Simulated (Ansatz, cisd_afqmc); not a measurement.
Species: Cl, charge 0, doublet.

Total energies in aug-cc-pV(Q+d)Z, 7 correlated electrons, 5 frozen orbitals. Radicals and triplets start from unrestricted determinants; spin-orbit coupling is neglected. Correlated methods leave the cores frozen. No relativity. The Monte Carlo rows (phaseless AFQMC, CISD trial, step 0.005/hartree) carry one-sigma bars that omit the constraint's bias. Outlying blocks are dropped, and bars are widened where a walk drifts. Over all cases where full CI ran beside it in this data, AFQMC minus full CI had a median of +0.1 mEh and passed +0.4 mEh in a tenth of the cases.

```csv
method,program,energy (Eh),minus CCSDT(Q) (mEh)
HF,Ansatz,-459.48924,207.63
MP2,Ansatz,-459.66628,30.59
CCSD,Ansatz,-459.68843,8.44
CCSD(T),Ansatz,-459.69589,0.98
CCSDT(Q),Ansatz,-459.69687,0.00
AFQMC/CISD,cisd_afqmc,-459.6964 ± 0.0001,0.5 ± 0.1
```

Ansatz is a first-principles code.
